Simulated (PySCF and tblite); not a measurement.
The numbers below are computed, except where a source is named.
C3H5Cl, numbered as in [CH2:1]=[CH:2][CH2:3][Cl:4].

Level: PBE0-D3(BJ)/def2-TZVP//PBE0-D3(BJ)/def2-SVP, thermal terms from GFN2-xTB, symmetry numbers and mirror pairs counted. Conformers within 4 kcal/mol (GFN2-xTB free energy) were kept, 5 at most. GIAO shieldings: PBE0/pcSseg-1. Shifts are against TMS (¹H), TMS (¹³C) at the same level; of two unlike H on one atom, a is the less shielded. Programs: PySCF with density fitting and tblite.

Torsions listed: C1–C2–C3–Cl4. Of a mirror pair one member is shown.

```csv
conformer,shape,symmetry,E(GFN2) kcal/mol,E(DFT) kcal/mol
1,120°,C1 (pair),0.00,0.00
2,0°,Cs,0.73,0.39
```

Question: How much do the weights at 298.15 K and the averaged shift of H1a depend on how the conformers are weighted?

Answer: 
```csv
weighting,1 (%),2 (%),δ (ppm),rms dipole (D)
"DFT energy with thermal terms, symmetry and mirror images (full scheme)",74,26,5.65,1.91
DFT energy with symmetry and mirror images,79,21,5.62,1.92
bare DFT energy,66,34,5.69,1.91
GFN2-xTB energy with symmetry and mirror images,87,13,5.59,1.92
GFN2-xTB free energy,84,16,5.60,1.92
leading conformer alone,100,0,5.52,1.93
equal weights,50,50,5.77,1.89
```

The largest departure from the full scheme, 0.13 ppm, comes with: leading conformer alone.
